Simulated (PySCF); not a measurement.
**Electronic absorption of C2HFN2S**

C2HFN2S.
Z-matrix (Å and degrees, PBE0-D3(BJ)/def2-SVP geometry), rows numbered from 1:
```
F 
C   1  1.3027
N   2  1.2863  1  124.17
C   3  1.3628  2  107.52  1   179.98
N   4  1.3066  3  120.36  2    -0.09
S   5  1.6647  4  107.80  3     0.23
H   4  1.0933  3  119.97  2   179.96
```

Computed, not measured: PySCF, TDDFT B3LYP/def2-SVPD, vertical, gas phase, core orbitals frozen in the response.

Question: Predict the UV-vis stick spectrum at this level.

Answer: 

```csv
state,E (eV),E (kJ/mol),λ (nm),f,|μ| (D),symmetry,"main configurations (H = HOMO, L = LUMO)"
S1,5.44,525,227.7,0.0014,0.26,–,H-1→L (99%)
S2,5.85,564,212.0,0.0003,0.12,–,H→L+1 (97%)
S3,5.97,576,207.8,0.083,1.91,A′,H→L (88%)
S4,6.36,613,195.0,0.0021,0.29,A″,H-3→L (98%)
S5,6.53,630,189.8,0.0077,0.56,A′,H-1→L+1 (92%)
S6,6.60,637,187.9,0.035,1.18,A′,H-2→L (80%)
```

The lowest singlet comes at 228 nm (525 kJ/mol) in the ultraviolet; it is very weak; its leading configuration is HOMO-1→LUMO (99%). The most intense listed level is S3 at 5.97 eV (208 nm, f = 0.083), 0.52 eV above S1. Löwdin shares by element: HOMO carbon 34%, sulfur 33%, nitrogen 21% or more; LUMO carbon 38%, sulfur 23%, nitrogen 20% or more (atoms not listed hold the other 19%). The oscillator strengths of these states sum to 0.129; summed over the whole spectrum of an exact calculation they would give the number of electrons, 52 (Thomas–Reiche–Kuhn). Orbital energies (eV): HOMO-3 -9.46, HOMO-2 -9.12, HOMO-1 -8.65, HOMO -8.14, LUMO -1.77, LUMO+1 -0.93, LUMO+2 0.13. Of the 6 states listed, 2 reach f = 0.01 and 1 stays under 0.0005. Symmetry labels in Cs follow from the direction of the transition dipole and are given only for states with f of 0.002 or more. The window holds the lowest 6 singlets.

Time: 10 s. Hardware: an Arm Neoverse V2 with one thread, no GPU, on a shared host.
